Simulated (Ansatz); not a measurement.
## Vertical spin gaps of 7 species: errors by method

Ansatz 0.2.0, basis cc-pVTZ; geometries are PBE0/def2-TZVP minima. Wave-function levels freeze the cores with the filled d shells of p-block atoms; HF, MP2 and coupled cluster are restricted for singlets and unrestricted otherwise, restricted open-shell where a d shell is frozen, Kohn–Sham unrestricted where that lies lower. The reference is CCSDT(Q) (coupled cluster only where its series has nearly closed). Semilocal and hybrid functionals correlate all electrons outside any core potential and usually lie nearer their basis limit than the reference, so part of their error here is the reference's basis and frozen-core error; RPA and the MP2 part of double hybrids freeze the same cores as the reference. An error is the level's value less the reference. None of these values is a measured one. Energies are electronic, without zero-point terms. No spin–orbit coupling and no scalar relativity. The species are chosen: bound, without strong static correlation by their natural occupations or amplitudes, in their lowest spin state as far as vertical gaps and like structures tell, and with a ladder that closes on the reference, so errors are smaller than for species at large; levels whose determinant breaks symmetry or spin markedly are left out.

| species | quantity | reference | value (eV) | error CCSD | error CCSD(T) | error CCSDT | error PBE | error r2SCAN | error B3LYP | error wB97M-V |
| --- | --- | --- | --- | --- | --- | --- | --- | --- | --- | --- |
| AlGeH3 (H-bridged), singlet (Al–Ge 2.489, Ge–H 1.569/1.666, Al–H 1.966, angles at Al 42/66°, angles at Ge 52/80/98/137°, angles at H 86°, angles at H 86°) | triplet less singlet, vertical | CCSDT(Q) | 2.974 | -0.029 | 0.003 | -0.004 | -0.110 | -0.366 | 0.060 | 0.339 |
| HB–CH2, singlet (B–C 1.374, B–H 1.175, C–H 1.086, angles at C 115/123°, angles at B 180°) | triplet less singlet, vertical | CCSDT(Q) | 2.896 | -0.108 | -0.004 | -0.009 | -0.145 | -0.352 | -0.145 | -0.037 |
| H2B–AlH, doublet (B–Al 1.995, B–H 1.197, Al–H 1.587, angles at Al 180°, angles at B 119/121°) | quartet less doublet, vertical | CCSDT(Q) | 3.873 | -0.007 | 0.010 | -0.002 | -0.258 | -0.332 | 0.026 | 0.208 |
| O–CH2, singlet (C–O 1.195, C–H 1.109, angles at C 116/122°) | triplet less singlet, vertical | CCSDT(Q) | 3.697 | -0.089 | 0.008 | -0.011 | -0.336 | -0.526 | -0.313 | -0.171 |
| NaSe, doublet Π (Na–Se 2.604) | quartet less doublet, vertical | CCSDT(Q) | 2.677 | -0.048 | -0.002 | -0.003 | 0.049 | 0.126 | 0.085 | 0.156 |
| BeS⁺, doublet Π (Be–S 1.843) | quartet less doublet, vertical | CCSDT(Q) | 2.068 | -0.098 | -0.010 | -0.007 | 0.168 | 0.098 | 0.108 | 0.267 |
| MgSe⁺, doublet Π (Mg–Se 2.369) | quartet less doublet, vertical | CCSDT(Q) | 1.480 | -0.083 | -0.009 | -0.006 | 0.118 | 0.027 | 0.060 | 0.059 |

```json
{"level": "CCSDT", "mean absolute error (eV)": "0.006", "mean signed error": "-0.006", "largest error": "-0.011 (O–CH2)"}
{"level": "CCSD(T)", "mean absolute error (eV)": "0.006", "mean signed error": "0.000", "largest error": "0.010 (H2B–AlH)"}
{"level": "CCSD", "mean absolute error (eV)": "0.066", "mean signed error": "-0.066", "largest error": "-0.108 (HB–CH2)"}
{"level": "B3LYP", "mean absolute error (eV)": "0.114", "mean signed error": "-0.017", "largest error": "-0.313 (O–CH2)"}
{"level": "PBE", "mean absolute error (eV)": "0.169", "mean signed error": "-0.073", "largest error": "-0.336 (O–CH2)"}
{"level": "wB97M-V", "mean absolute error (eV)": "0.177", "mean signed error": "0.117", "largest error": "0.339 (AlGeH3 (H-bridged))"}
{"level": "r2SCAN", "mean absolute error (eV)": "0.261", "mean signed error": "-0.189", "largest error": "-0.526 (O–CH2)"}
```

Errors of one sign throughout: CCSD (too low), CCSDT (too low).
